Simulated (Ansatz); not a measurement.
Relaxation of C3H6OS (11 atoms, charge 0, multiplicity 1), to a largest force component of 0.015 eV/Å in at most 40 steps.

These are results of Ansatz, RKS revPBE-D4/def2-SVP, not measurements.

```xyz
11
Properties=species:S:1:pos:R:3
C -0.745 2.107 -0.047
C -0.299 0.923 -0.250
S 0.352 0.024 1.045
C 1.008 -1.453 0.187
O -0.171 -2.177 -0.360
H -0.791 2.648 0.914
H -1.192 2.711 -0.883
H -0.281 0.500 -1.249
H 1.458 -2.102 0.937
H 1.625 -1.210 -0.597
H -0.897 -2.028 0.324
```

Where does it end, and by what steps?

It converged. After 11 steps the energy has fallen by 0.648 eV; H8 moved furthest, 0.43 Å.

| step | energy less start (eV) | largest force component (eV/Å) | accepted |
| --- | --- | --- | --- |
| 0 | 0.0000 | 5.225 | yes |
| 1 | -0.4941 | 1.545 | yes |
| 2 | -0.5776 | 0.923 | yes |
| 3 | -0.5995 | 1.024 | yes |
| 4 | -0.6396 | 0.187 | yes |
| 5 | -0.6435 | 0.125 | yes |
| 6 | -0.6370 | 0.388 | no |
| 7 | -0.6459 | 0.063 | yes |
| 8 | -0.6470 | 0.039 | yes |
| 9 | -0.6474 | 0.037 | yes |
| 10 | -0.6477 | 0.029 | yes |
| 11 | -0.6477 | 0.012 | yes |

```xyz
11
Properties=species:S:1:pos:R:3
C -0.712 2.244 -0.089
C -0.394 0.934 -0.155
S 0.322 0.010 1.173
C 0.924 -1.457 0.210
O -0.075 -2.119 -0.517
H -0.505 2.856 0.803
H -1.208 2.734 -0.940
H -0.622 0.324 -1.046
H 1.421 -2.088 0.983
H 1.687 -1.121 -0.520
H -0.772 -2.374 0.119
```

Whether the end is a true minimum wasn't checked by a vibrational analysis.

The run took 24 s on 2 threads of Arm Neoverse V1, on a shared host, peak memory 0.14 GiB.
